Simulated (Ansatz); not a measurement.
The inner images of a band of AlClH3N + H2 (8 atoms, charge 0, multiplicity 1) are given out of order.

Level of theory: RKS PBE0-D4/6-31G* (Ansatz 0.2.0).

Image 0:

```xyz
8
Properties=species:S:1:pos:R:3
Al 0.041 -0.314 0.271
N 0.025 -0.439 2.033
H -0.794 -0.636 2.592
H 0.846 -0.349 2.616
H 1.360 -0.022 -0.543
Cl -1.793 -0.597 -0.730
H -0.691 2.895 0.653
H -0.541 2.461 1.240
```

Image 6:

```xyz
8
Properties=species:S:1:pos:R:3
Al -0.090 0.576 -0.020
N -0.139 0.298 2.024
H -0.835 -0.419 2.231
H 0.757 -0.017 2.393
H 1.324 -0.063 -0.397
Cl -1.796 -0.665 -0.484
H -0.361 2.145 -0.138
H -0.406 1.146 2.522
```

**Question.** Put them in order from the first end to the last, with their energies above the first end.
A.
```xyz
8
Properties=species:S:1:pos:R:3
Al -0.100 0.393 0.026
N -0.109 0.175 2.033
H -0.922 -0.220 2.501
H 0.734 -0.059 2.554
H 1.334 0.090 -0.573
Cl -1.854 -0.545 -0.741
H -0.394 1.957 0.446
H -0.234 1.208 1.885
```
B.
```xyz
8
Properties=species:S:1:pos:R:3
Al -0.100 0.498 -0.021
N -0.122 0.242 2.026
H -0.916 -0.280 2.395
H 0.726 -0.089 2.481
H 1.334 0.008 -0.513
Cl -1.797 -0.659 -0.657
H -0.415 2.058 0.153
H -0.256 1.222 2.267
```
C.
```xyz
8
Properties=species:S:1:pos:R:3
Al -0.001 -0.154 0.303
N 0.006 -0.364 2.059
H -0.809 -0.574 2.618
H 0.829 -0.280 2.639
H 1.301 0.199 -0.515
Cl -1.830 -0.464 -0.701
H -0.582 2.496 0.541
H -0.460 2.140 1.187
```
D.
```xyz
8
Properties=species:S:1:pos:R:3
Al -0.079 0.225 0.152
N -0.087 0.090 2.038
H -0.908 -0.249 2.529
H 0.750 -0.117 2.573
H 1.316 0.175 -0.587
Cl -1.859 -0.475 -0.751
H -0.397 1.939 0.672
H -0.281 1.412 1.505
```
E.
```xyz
8
Properties=species:S:1:pos:R:3
Al -0.029 -0.013 0.266
N -0.031 -0.175 2.041
H -0.863 -0.356 2.586
H 0.795 -0.171 2.621
H 1.288 0.241 -0.565
Cl -1.841 -0.450 -0.728
H -0.483 2.158 0.631
H -0.382 1.764 1.277
```

**Answer.** C (+0.02 eV), E (+0.21 eV), D (+0.78 eV), A (-0.24 eV), B (-0.72 eV).

Run time: 2.7 min on 1 thread of Arm Neoverse V1 (shared host), peak memory 0.12 GiB.
